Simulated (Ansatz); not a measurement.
# CH4AlN: the cost of one run

All numbers are computed with the Python package of Ansatz 0.2.0. Level of theory: r2SCAN0/6-31G*.

### Step 1. Starting point

Bond lengths: N1–C2 1.260 Å, C2–Al3 1.939 Å, N1–H4 1.003 Å, C2–H5 1.103 Å, Al3–H6 1.606 Å, Al3–H7 1.640 Å. Angles: N1–C2–Al3 118.7°, N1–C2–H5 121.6°, Al3–C2–H5 119.7°, C2–N1–H4 117.1°, C2–Al3–H6 121.4°, C2–Al3–H7 121.2°, H6–Al3–H7 117.4°.

No structure file is read: the coordinates are typed or built in the script.

### Step 2. The code

Contents of bend.py:

```python
'''Energy of CH4AlN against one bond angle.'''

import ansatz
from ase import Atoms

atoms = Atoms(['N', 'C', 'Al', 'H', 'H', 'H', 'H'], positions=[
    [-1.4199, -0.7004, -0.0089],
    [-0.4008, -0.1878, -0.5444],
    [1.0183, 0.4724, 0.5998],
    [-2.1594, -0.9911, -0.6208],
    [-0.2805, -0.1526, -1.6401],
    [0.8898, 0.4318, 2.2002],
    [2.4137, 1.0598, -0.0315],
])

# start the scan from a relaxed geometry
first = (
    ansatz.Crystal.molecule_from_ase(atoms).calculation()
    .basis(gaussian='6-31G*')
    .functional('R2SCAN0')
    .accuracy('medium')
    .relax(force_tolerance=0.02, max_steps=80)
)
atoms.positions = first.run(threads=1, backend='cpu').report['positions_ang']

rows = []
for angle in [90, 100, 110, 120, 135, 150, 165, 179]:
    bent = atoms.copy()
    bent.set_angle(1, 0, 3, angle, indices=[3])
    setup = (
        ansatz.Crystal.molecule_from_ase(bent).calculation()
        .basis(gaussian='6-31G*')
        .functional('R2SCAN0')
        .accuracy('medium')
    )
    rows.append((angle, setup.run(threads=1, backend='cpu').report['free_energy_ev']))
floor = min(e for _, e in rows)
for angle, e in rows:
    print(f'angle C1-N0-H3 = {angle:3d} deg   {1000 * (e - floor):9.1f} meV')
```

### Step 3. Running it

On the command line:

```
$ python bend.py
```

**Question.** How long does this script take on 1 thread of Arm Neoverse V1, shared host, and how much memory does it need?

About 44 s, with a peak of 0.22 GiB.
